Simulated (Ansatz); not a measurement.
## One elementary step

Start structure (BH₃S₂, closed shell), relaxed at PBE0-D4/def2-TZVP:

```
6
angstrom
B -0.4027 -0.0180 -0.2024
S 0.5989 -0.6692 1.1260
S 0.1983 1.2202 -1.3366
H 1.4372 1.3784 -0.8359
H -1.5183 -0.3936 -0.3767
H -0.3135 -1.5178 1.6256
```

The step: BH₃S₂ ([SH][BH][SH]) → BHS ([BH][S]) + H₂S; bonds formed: S2–H4; bonds broken: B1–S2, S3–H4. Ansatz 0.2.0; basis: def2-TZVPP and def2-QZVPP; cores frozen in the correlated methods. Extrapolation: Hartree–Fock as exp(−7.88 √X), correlation as X^−2.97. Energies below are by CCSD(T) at an estimated basis limit (MP2 extrapolated from triple and quadruple zeta, plus CCSD(T) − MP2 in triple zeta).

(1) What are the electronic barrier and the energy of the step, from the start structure to the end structure? (To be estimated.)

The T1 diagnostic stays at or below 0.018.

Results:

(1) Computed: Barrier 1.954 eV; step energy 1.238 eV (uphill); reverse barrier, their difference, 0.716 eV. Barrier and step energy count from the start structure, the reverse barrier from the end structure.

The saddle point: One imaginary mode of 884i cm⁻¹.
| pair | start (Å) | saddle (Å) | end (Å) |
| --- | --- | --- | --- |
| S2–H4 | 2.96 | 1.49 | 1.34 |
| B1–S2 | 1.79 | 2.00 | 3.40 |
| S3–H4 | 1.35 | 1.92 | 3.56 |

Zero-point energy (harmonic, PBE0-D4): ZPE is 0.886 eV at the start and 0.773 eV at the saddle, so the barrier goes from 1.954 to 1.841 eV.

First-order rate constant out of the start structure at 498 K by transition-state theory, with harmonic vibrational free energies alone and no tunnelling: ΔA‡ = 1.854 eV, so k = (kB T/h) exp(−ΔA‡/kB T) ≈ 10^-6 s⁻¹ (an order of magnitude at best: rotation, the number of equivalent paths and anharmonicity are left out).

Labels in which every atom is bracketed show which atoms are joined, not bond orders.

For scale, one of the runs: CCSD(T)/def2-TZVPP, 157 basis functions, launched by `ansatz run in.yaml --threads 2 --pin off --events-out ev --progress --plain --max-ram 4352MiB`. The run took 24 s on 2 CPU threads of an Arm Neoverse N1 (shared host), with 1 GiB of host memory at its peak.
